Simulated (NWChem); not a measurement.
System: Na cation

The following NWChem deck was run.

```
start job
memory heap 200 mb stack 900 mb global 1100 mb
charge 1
geometry units angstroms noautoz
  Na     0.000000     0.000000     0.000000
end
basis spherical
  * library def2-qzvp
end
dft
  xc pbe0
  iterations 150
  mulliken
end
task dft gradient
```

NWChem printed, in part:

```
             Northwest Computational Chemistry Package (NWChem) 7.3.0
             --------------------------------------------------------

                             Geometry "geometry" -> ""
                             -------------------------

 Output coordinates in angstroms (scale by  1.889725989 to convert to a.u.)

  No.       Tag          Charge          X              Y              Z
 ---- ---------------- ---------- -------------- -------------- --------------
    1 Na                  11.0000     0.00000000     0.00000000     0.00000000

 Effective nuclear repulsion energy (a.u.)       0.0000000000

                                 NWChem DFT Module
                                 -----------------

 Summary of "ao basis" -> "ao basis" (spherical)
 ------------------------------------------------------------------------------
       Tag                 Description            Shells   Functions and Types
 ---------------- ------------------------------  ------  ---------------------
 Na                        def2-qzvp                18       46   9s5p3d1f

            General Information
            -------------------
          SCF calculation type: DFT
          Wavefunction type:  closed shell.
          No. of atoms     :     1
          No. of electrons :    10
           Alpha electrons :     5
            Beta electrons :     5
          Charge           :     1
          Spin multiplicity:     1
          Use of symmetry is: off; symmetry adaption is: off
          Maximum number of iterations: 150
          AO basis - number of functions:    46
                     number of shells:    18
          Convergence on energy requested:  1.00D-06
          Convergence on density requested:  1.00D-05
          Convergence on gradient requested:  5.00D-04

              XC Information
              --------------
                         PBE0 Method XC Functional
                     Hartree-Fock (Exact) Exchange  0.250
          PerdewBurkeErnzerhof Exchange Functional  0.750
            Perdew 1991 LDA Correlation Functional  1.000 local
           PerdewBurkeErnz. Correlation Functional  1.000 non-local

             Grid Information
             ----------------
          Grid used for XC integration:  medium
          Radial quadrature: Mura-Knowles
          Angular quadrature: Lebedev.
          Tag              B.-S. Rad. Rad. Pts. Rad. Cut. Ang. Pts.
          ---              ---------- --------- --------- ---------
          Na                  1.80       88          13.0       434
          Grid pruning is: on
          Number of quadrature shells:    88
          Spatial weights used:  Erf1

      Superposition of Atomic Density Guess
      -------------------------------------

 Sum of atomic energies:        -161.85875233

 Renormalizing density from      11.00 to     10

      Non-variational initial energy
      ------------------------------

 Total energy =    -152.555785
 1-e energy   =    -207.159644
 2-e energy   =      54.603859
 HOMO         =      -2.561191
 LUMO         =      -0.373898

     ---------------------------------------------
      Total Density - Mulliken Population Analysis
     ---------------------------------------------

    Atom       Charge   Shell Charges
 -----------   ------   -------------------------------------------------------
    1 Na  11    10.00   1.91 -0.02  0.11  0.69  1.05  0.26 -0.00  0.00 -0.00  6.09 -0.18  0.11 -0.02  0.00  0.00  0.00  0.00  0.00

   convergence    iter        energy       DeltaE   RMS-Dens  Diis-err
 ---------------- ----- ----------------- --------- --------- ---------
 d= 0,ls=0.0,diis     1   -161.8189685525 -1.62D+02  3.10D-02  3.34D+00
 d= 0,ls=0.0,diis     2   -161.9234834267 -1.05D-01  1.21D-02  1.11D+00
 d= 0,ls=0.0,diis     3   -161.9878532566 -6.44D-02  7.00D-04  3.88D-03
 d= 0,ls=0.0,diis     4   -161.9881026972 -2.49D-04  1.16D-05  3.78D-07
 d= 0,ls=0.0,diis     5   -161.9881027422 -4.50D-08  4.69D-07  6.41D-10

         Total DFT energy =     -161.988102742179
      One electron energy =     -224.702926638476
           Coulomb energy =       76.891432322002
    Exchange-Corr. energy =      -14.176608425705
 Nuclear repulsion energy =        0.000000000000

 Numeric. integr. density =        9.999999999974

                       DFT Final Molecular Orbital Analysis
                       ------------------------------------

 Vector    3  Occ=2.000000D+00  E=-1.465202D+00
              MO Center= -6.0D-16,  1.1D-15,  1.4D-15, r^2= 2.3D-01
   Bfn.  Coefficient  Atom+Function         Bfn.  Coefficient  Atom+Function
  ----- ------------  ---------------      ----- ------------  ---------------
    12      0.674786  1 Na pz                11      0.577936  1 Na py
    10     -0.365486  1 Na px                15      0.053829  1 Na pz
    14      0.046103  1 Na py                13     -0.029155  1 Na px

 Vector    4  Occ=2.000000D+00  E=-1.465202D+00
              MO Center=  7.2D-16, -2.5D-15,  2.4D-15, r^2= 2.3D-01
   Bfn.  Coefficient  Atom+Function         Bfn.  Coefficient  Atom+Function
  ----- ------------  ---------------      ----- ------------  ---------------
    11      0.675679  1 Na py                12     -0.664359  1 Na pz
    10     -0.158147  1 Na px                14      0.053900  1 Na py
    15     -0.052997  1 Na pz

 Vector    5  Occ=2.000000D+00  E=-1.465202D+00
              MO Center= -6.9D-16, -3.1D-16, -1.1D-16, r^2= 2.3D-01
   Bfn.  Coefficient  Atom+Function         Bfn.  Coefficient  Atom+Function
  ----- ------------  ---------------      ----- ------------  ---------------
    10      0.874263  1 Na px                11      0.363831  1 Na py
    12      0.161917  1 Na pz                13      0.069742  1 Na px
    14      0.029024  1 Na py

 Vector    6  Occ=0.000000D+00  E=-2.401507D-01
              MO Center= -7.3D-17, -7.6D-16,  3.2D-15, r^2= 4.0D+00
   Bfn.  Coefficient  Atom+Function         Bfn.  Coefficient  Atom+Function
  ----- ------------  ---------------      ----- ------------  ---------------
     7      1.012311  1 Na s                  5     -0.242054  1 Na s
     9      0.144303  1 Na s                  6     -0.088666  1 Na s
     4     -0.075085  1 Na s                  1      0.050854  1 Na s
     8     -0.050122  1 Na s                  2      0.030319  1 Na s

 Vector    7  Occ=0.000000D+00  E=-1.351253D-01
              MO Center= -1.9D-15, -2.8D-15, -6.2D-16, r^2= 7.8D+00
   Bfn.  Coefficient  Atom+Function         Bfn.  Coefficient  Atom+Function
  ----- ------------  ---------------      ----- ------------  ---------------
    19      0.376320  1 Na px                20      0.353078  1 Na py
    21     -0.292776  1 Na pz                16      0.216525  1 Na px
    17      0.203152  1 Na py                18     -0.168456  1 Na pz
    22      0.117374  1 Na px                10     -0.110630  1 Na px
    23      0.110125  1 Na py                11     -0.103797  1 Na py

 Vector    8  Occ=0.000000D+00  E=-1.351253D-01
              MO Center= -5.7D-15, -4.3D-15, -1.5D-14, r^2= 7.8D+00
   Bfn.  Coefficient  Atom+Function         Bfn.  Coefficient  Atom+Function
  ----- ------------  ---------------      ----- ------------  ---------------
    21      0.430794  1 Na pz                19      0.401723  1 Na px
    18      0.247868  1 Na pz                16      0.231142  1 Na px
    24      0.134365  1 Na pz                12     -0.126644  1 Na pz
    22      0.125298  1 Na px                10     -0.118098  1 Na px
    20     -0.070949  1 Na py                17     -0.040822  1 Na py

     ---------------------------------------------
      Total Density - Mulliken Population Analysis
     ---------------------------------------------

    Atom       Charge   Shell Charges
 -----------   ------   -------------------------------------------------------
    1 Na  11    10.00   1.90 -0.03  0.12  0.59  1.01  0.41  0.01 -0.00  0.00  5.75  0.24  0.01 -0.00  0.00  0.00 -0.00  0.00  0.00

     -------------------------------------------
      Total Density - Lowdin Population Analysis
     -------------------------------------------

    Atom       Charge   Shell Charges
 -----------   ------   -------------------------------------------------------
    1 Na  11    10.00   1.20  0.65  0.24  0.54  0.80  0.52  0.03  0.01  0.00  5.42  0.52  0.06  0.00  0.00  0.00  0.00  0.00  0.00

            General Information
            -------------------
          SCF calculation type: DFT
          Wavefunction type:  closed shell.
          No. of atoms     :     1
          No. of electrons :    10
           Alpha electrons :     5
            Beta electrons :     5
          Charge           :     1
          Spin multiplicity:     1
          Use of symmetry is: off; symmetry adaption is: off
          Maximum number of iterations: 150
          AO basis - number of functions:    46
                     number of shells:    18
          Convergence on energy requested:  1.00D-06
          Convergence on density requested:  1.00D-05
          Convergence on gradient requested:  5.00D-04

              XC Information
              --------------
                         PBE0 Method XC Functional
                     Hartree-Fock (Exact) Exchange  0.250
          PerdewBurkeErnzerhof Exchange Functional  0.750
            Perdew 1991 LDA Correlation Functional  1.000 local
           PerdewBurkeErnz. Correlation Functional  1.000 non-local

             Grid Information
             ----------------
          Grid used for XC integration:  medium
          Radial quadrature: Mura-Knowles
          Angular quadrature: Lebedev.
          Tag              B.-S. Rad. Rad. Pts. Rad. Cut. Ang. Pts.
          ---              ---------- --------- --------- ---------
          Na                  1.80       88          13.0       434
          Grid pruning is: on
          Number of quadrature shells:    88
          Spatial weights used:  Erf1

          Convergence Information
          -----------------------
          Convergence aids based upon iterative change in
          total energy or number of iterations.
          Levelshifting, if invoked, occurs when the
          HOMO/LUMO gap drops below (HL_TOL):  1.00D-02
          DIIS, if invoked, will attempt to extrapolate
          using up to (NFOCK): 10 stored Fock matrices.

                    Damping( 0%)  Levelshifting(0.5)       DIIS
                  --------------- ------------------- ---------------
          dE  on:    start            ASAP                start
          dE off:    2 iters        150 iters           150 iters

                            NWChem DFT Gradient Module
                            --------------------------

  charge          =   1.00
  wavefunction    = closed shell

                         DFT ENERGY GRADIENTS

    atom               coordinates                        gradient
                 x          y          z           x          y          z
   1 Na      0.000000   0.000000   0.000000    0.000000   0.000000  -0.000000
```

Level: PBE0/def2-QZVP.
